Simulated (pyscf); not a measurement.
Optimised with ωB97X-D3(BJ)/def2-SVP in PySCF. MP2 and CC: frozen core, UHF for open shells. ΔMP2 is the change of the MP2 total energy from the triple- to the quadruple-zeta basis.

How much does it cost (ΔH, 298 K, CCSD(T)/def2-TZVPP + ΔMP2(QZVPP)) to split F–SnH(Cl)–Cl at its F–Sn bond into F• + Cl–SnH•–Cl?

F–Sn to F• + Cl–SnH•–Cl: 4.95 eV. The CCSD(T) − MP2 part came from Ansatz, without density fitting, on the same reference. The frozen core leaves the outer d or s,p core shells of the metals and heavy elements correlated in the MP2 and CC values, and def2-TZVPP describes them poorly, which can shift differences by a few kcal/mol. Left out: the spin-orbit lowering of F. Elements past Kr carry the def2 core potentials, without spin-orbit coupling.
